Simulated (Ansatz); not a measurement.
# C2H5O2: the cost of one run

Program: Ansatz 0.2.0. Level of theory: the levels named in each step. These are calculated values, not measurements.

## (1) The starting structure

Bond lengths: O1–C2 1.305 Å, C2–C3 1.599 Å, C3–O4 1.377 Å, C2–H5 1.111 Å, C2–H6 1.111 Å, C3–H7 1.097 Å, C3–H8 1.091 Å, O4–H9 0.968 Å. Angles: O1–C2–C3 110.9°, O1–C2–H5 113.5°, O1–C2–H6 112.8°, C3–C2–H5 105.3°, C3–C2–H6 104.9°, H5–C2–H6 108.8°, C2–C3–O4 110.6°, C2–C3–H7 106.2°, C2–C3–H8 108.7°, O4–C3–H7 112.6°, O4–C3–H8 107.8°, H7–C3–H8 110.9°, C3–O4–H9 108.9°.

Structure file:

```xyz
9

O     1.2726    0.7482   -0.3711
C     0.8883   -0.2585    0.3645
C    -0.5581   -0.7739   -0.0824
O    -1.5054    0.2064    0.1149
H     1.5532   -1.1451    0.2845
H     0.7772    0.0097    1.4371
H    -0.4669   -1.0656   -1.1357
H    -0.8316   -1.6299    0.5359
H    -1.2705    0.9809   -0.4158
```

## (2) A rough first relaxation, PBE-D4/def2-SVP

Input file input.yaml:

```yaml
crystal:
  periodic: [false, false, false]
  atoms:
    - { symbol: O, position_ang: [1.27257, 0.74816, -0.37115] }
    - { symbol: C, position_ang: [0.88828, -0.25847, 0.36451] }
    - { symbol: C, position_ang: [-0.55807, -0.77392, -0.08236] }
    - { symbol: O, position_ang: [-1.50544, 0.20639, 0.11486] }
    - { symbol: H, position_ang: [1.5532, -1.14509, 0.28454] }
    - { symbol: H, position_ang: [0.77725, 0.00974, 1.43714] }
    - { symbol: H, position_ang: [-0.46688, -1.06559, -1.1357] }
    - { symbol: H, position_ang: [-0.83158, -1.62993, 0.53586] }
    - { symbol: H, position_ang: [-1.27045, 0.98091, -0.41583] }
magnetization:
  spin_polarized: true
  initial_magnetization: 1
basis:
  gaussian: { orbitals: def2-SVP }
hamiltonian:
  xc: pbe
  dispersion: d4
relax:
  f_tol: 0.03
  max_steps: 200
```

Run with:

```
$ ansatz run input.yaml --threads 2 --pin off --max-ram 5120MiB --backend cpu --events-out ev --progress --plain --runs-dir out
```

**Question.** How long does this run take on 2 threads of Intel Xeon at 2.50GHz (Skylake/Cascade Lake), shared host, and how much memory does it need?

About 2.8 min, with a peak of 0.18 GiB.
